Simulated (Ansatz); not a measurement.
**Relative stability**

Two relaxed structures of Al₂H₃F, closed shell (PBE0-D4/def2-TZVP; forces vanish, vibrations not checked).

A:

```tsv
atom	x (Å)	y (Å)	z (Å)
F1	-1.8069	-1.5176	0.7260
Al2	-0.4785	-1.1736	-0.2084
Al3	0.5529	1.1777	0.1482
H4	-0.0371	-2.3467	-1.1874
H5	0.0728	2.4328	-0.7060
H6	1.6969	1.4273	1.2276
```

B:

F1  (-1.511, -2.274, 0.535)
Al2  (-0.612, -0.894, 0.530)
Al3  (0.879, 1.385, 0.524)
H4  (2.122, 0.724, 1.276)
H5  (0.905, 1.518, -1.066)
H6  (-0.181, 2.234, 1.362)
(Å)

Ansatz 0.2.0; basis: def2-TZVPP; cores frozen in the correlated methods. B3LYP uses VWN-RPA correlation.

**Question.** Which structure is lower at CCSD(T), and by how much? (An estimate is asked for; the value comes from the calculation.)

**Answer.** The calculation gives: A, by 13.6 kJ/mol (electronic energy, against the other). By their contacts, A is Al₂H₃F ([F][AlH][AlH2]) and B is a complex of AlH₃ + AlF.

**Question.** Do the other methods give the same order? (Judge from chemistry; the calculation decides.)

**Answer.** By the calculation: Not all: wB97M-V gives the other order.

```csv
method,E(B) − E(A) (kJ/mol)
PBE-D4,0.6
r2SCAN-D4,13.2
PBE0-D4,9.7
B3LYP-D4,5.4
wB97M-V,-6.0
HF,30.6
MP2,15.2
CCSD,16.3
CCSD(T),13.6
```

The T1 diagnostic stays at or below 0.014.

Labels in which every atom is bracketed show which atoms are joined, not bond orders.

For scale, one of the runs: CCSD(T)/def2-TZVPP, 157 basis functions, launched by `ansatz run in.yaml --threads 2 --pin off --events-out ev --progress --plain --max-ram 4352MiB`. Time: 11 s of wall clock on 2 CPU threads of an Intel Xeon Platinum 8259CL; the host was shared. Peak host memory: 1 GiB.
